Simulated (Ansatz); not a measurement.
Calculation: Ansatz (a quantum-chemistry and plane-wave program) with frozen-core CCSD(T)/cc-pVTZ // PBE-D3(BJ)/def2-TZVP.

Ansatz 0.2 input:
```yaml
crystal:
  periodic: [false, false, false]
  atoms:
    - { symbol: C, position_ang: [-0.025583, 0.362118, 0.0] }
    - { symbol: O, position_ang: [1.036491, -0.157386, -0.000003] }
    - { symbol: H, position_ang: [-1.010907, -0.204732, 0.000004] }
basis:
  gaussian: { orbitals: cc-pVTZ }
correlation:
  method: ccsd_t
magnetization:
  spin_polarized: true
  initial_magnetization: 1
```

Output:

```
Functional definition: HF
440 factors; integrals over basis functions are off by at most 8.8e-4 eV
mean field evaluation 1: about -3081.1550 eV, gradient 2.0e1 eV
mean field evaluation 2: about -3081.1571 eV, gradient 2.0e1 eV
mean field evaluation 4: about -3082.7600 eV, gradient 2.2e0 eV
mean field evaluation 8: about -3082.8173 eV, gradient 5.3e-2 eV
mean field evaluation 16: about -3082.7574 eV, gradient 2.2e0 eV
mean field evaluation 32: about -3080.4153 eV, gradient 1.0e0 eV
mean field evaluation 64: about -3080.2308 eV, gradient 2.2e-1 eV
mean field -3082.81732563 eV, -113.2914471083 hartree, gradient 2.1e-6 eV, S^2 0.765969; 2 other end points of the search recorded, 0 dependent functions left out
2 core orbitals not correlated
reference -3082.81732563 eV, -113.2914471083 hartree; 6, 5 occupied and 66, 67 virtual orbitals, 440 factors
second order -10.03124637 eV of doubles, -0.00000000 eV of singles
cycle   1  -9.78423080 eV  change    2.5e-1 eV  update   9.5e-2
cycle   2  -10.12561517 eV  change   -3.4e-1 eV  update   3.1e-2
cycle   3  -10.22331406 eV  change   -9.8e-2 eV  update   1.9e-2
cycle   4  -10.21292793 eV  change    1.0e-2 eV  update   5.6e-3
cycle   5  -10.21367312 eV  change   -7.5e-4 eV  update   3.0e-3
cycle   6  -10.21430170 eV  change   -6.3e-4 eV  update   1.2e-3
cycle   7  -10.21425882 eV  change    4.3e-5 eV  update   4.8e-4
cycle   8  -10.21441005 eV  change   -1.5e-4 eV  update   1.8e-4
cycle   9  -10.21437973 eV  change    3.0e-5 eV  update   5.3e-5
cycle  10  -10.21436002 eV  change    2.0e-5 eV  update   1.8e-5
cycle  11  -10.21437625 eV  change   -1.6e-5 eV  update   7.0e-6
cycle  12  -10.21437350 eV  change    2.7e-6 eV  update   3.2e-6
perturbative correction -0.46755902 eV, -0.0171824770 hartree
Total energy: -3093.49925815 eV, -113.6840008880 hartree
```

Cost: very roughly 4 core-seconds.
